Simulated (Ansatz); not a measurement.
**What a trial cell of SrHfSn3 relaxes into**

The calculation used DFT PBE, scalar-relativistic, plane waves, PAW (Ansatz 0.2.0). Cutoff 420 eV, Γ-centred k mesh, Gaussian smearing, no spin polarisation in the final step.

The start puts SrHfSn3 on the rhombohedral perovskite structure type (R-3c, No. 167), with Sr in place of La, Hf in place of Al, Sn in place of O, at a guessed volume.

```xyz
10
Lattice="3.3196 1.9166 5.4088 -3.3196 1.9166 5.4088 0.0000 -3.8332 5.4088" Properties=species:S:1:pos:R:3 pbc="T T T"
Sr    0.0000    0.0000   12.1699
Sr    0.0000    0.0000    4.0566
Hf    0.0000    0.0000    8.1133
Hf    0.0000    0.0000    0.0000
Sn   -0.1660   -1.9166    6.7611
Sn   -1.5768    1.1020    6.7611
Sn    0.1660    1.9166    9.4655
Sn   -1.7428   -0.8146    9.4655
Sn    1.5768   -1.1020    9.4655
Sn    1.7428    0.8146    6.7611
```

Cell and atoms relax at zero pressure; the relaxation can't lower the symmetry of the start. After a coarse first stage the cell is made exact in the group found at 0.06 Å.

Formation energies are uncorrected and refer to the elements' standard structures at the same level.

(1) Describe the relaxed structure.

(2) What are its volume, energy, density and gap?

Results:

(1) It ends in R-3m (No. 166). Conventional cell: a = 8.890 Å, c = 7.359 Å. Around Sr lie 6 Sn at 3.55 Å and 2 Hf at 3.68 Å; Hf is coordinated by 6 Sn at 2.84 Å and 2 Sr at 3.68 Å; Sn has 2 Hf at 2.84 Å, 2 Sr at 3.55 Å and 4 Sn at 3.55 Å.

```xyz
5
Lattice="4.4449 2.5663 2.4531 -4.4449 2.5663 2.4531 0.0000 -5.1326 2.4531" Properties=species:S:1:pos:R:3 pbc="T T T"
Sr    0.0000    0.0000    3.6797
Hf    0.0000    0.0000    0.0000
Sn   -2.2225    1.2831    1.2266
Sn    2.2225    1.2831    1.2266
Sn    0.0000   -2.5663    1.2266
```

(2) The volume per atom is 33.58 Å³ and the density is 6.15 g/cm³. The energy over the elements is -0.23 eV/atom. The gap on the 6×6×6 mesh is 0 eV (a metal).

The final run used a 6×6×6 mesh on its 5-atom cell and 0.10 eV smearing. For metals, differences of a few meV/atom aren't resolved. Spin–orbit coupling is left out. A structure relaxed within its symmetry needn't be a true minimum.

Cost: 3 runs of about 4.6 core-minutes in all, on Arm Neoverse V2 (shared hosts).